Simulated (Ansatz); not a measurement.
CH4O2, SMILES OCO, the interaction energy of a dimer with the counterpoise correction

Computed with the Ansatz DFT code, driven from Python.

Run as a notebook:

**Cell 1**
```python
import ansatz as az
```

**Cell 2**
```python
config = {
    "basis": "def2-SVP",
    "level": "MP2",
}
```

**Cell 3**
```python
FIRST = [
    ("O", (-1.1304, -0.5199, -0.0876)),
    ("C", (-0.075, 0.2645, 0.3499)),
    ("O", (1.0463, -0.5406, 0.2945)),
    ("H", (-1.094, -0.4301, -1.0714)),
    ("H", (0.067, 1.1611, -0.2733)),
    ("H", (-0.2499, 0.5801, 1.3861)),
    ("H", (1.4363, -0.5153, -0.5984)),
]
SECOND = [
    ("O", (-0.8822, 3.9674, -0.0912)),
    ("C", (-0.8992, 4.1264, 1.2854)),
    ("O", (-2.1704, 3.772, 1.694)),
    ("H", (-0.6718, 3.0091, -0.2115)),
    ("H", (-0.1471, 3.4992, 1.7888)),
    ("H", (-0.7103, 5.1765, 1.5416)),
    ("H", (-2.2238, 2.8089, 1.8342)),
]

def energy(atoms, ghosts=()):
    molecule = az.Crystal.molecule()
    for symbol, xyz in atoms:
        molecule = molecule.atom(symbol, xyz)
    calc = (
        molecule.calculation()
        .basis(gaussian=config["basis"])
        .correlation(config["level"])
    )
    deck = calc.input()
    if ghosts:
        deck = deck.set(az.key.basis.gaussian.ghost_atoms, [{"symbol": s, "position_ang": list(xyz)} for s, xyz in ghosts])
    return az.Session.from_dict(deck).plan().execute().report["free_energy_ev"]
```

**Cell 4**
```python
# monomers in their own basis and in the basis of the dimer
both = energy(FIRST + SECOND)
alone = energy(FIRST) + energy(SECOND)
ghosted = energy(FIRST, SECOND) + energy(SECOND, FIRST)
print(f"dimer {both:.6f} eV")
print(f"interaction, uncorrected   {96.485332 * (both - alone):8.3f} kJ/mol")
print(f"interaction, counterpoise  {96.485332 * (both - ghosted):8.3f} kJ/mol")
print(f"basis-set superposition    {96.485332 * (alone - ghosted):8.3f} kJ/mol")
```
Output:
```text
dimer -10354.914694 eV
interaction, uncorrected     -1.466 kJ/mol
interaction, counterpoise     3.018 kJ/mol
basis-set superposition       4.485 kJ/mol
```

Uncorrected it is -1.466 kJ/mol, with the counterpoise correction 3.018 kJ/mol; the difference, 4.48 kJ/mol, is the superposition error. The sign changes with the correction, so this basis doesn't settle it.

Total energies depend on the basis set; only differences at equal settings carry meaning. The dimer is a generated trial pose of unrelaxed monomers, not a minimum, so the figure is no binding energy, and the basis set is small. It ran for 5.4 s on 1 thread of Arm Neoverse V2 (shared host), peak memory 0.28 GiB.

(Lines on the test bed's own set-up are left out of the output.)
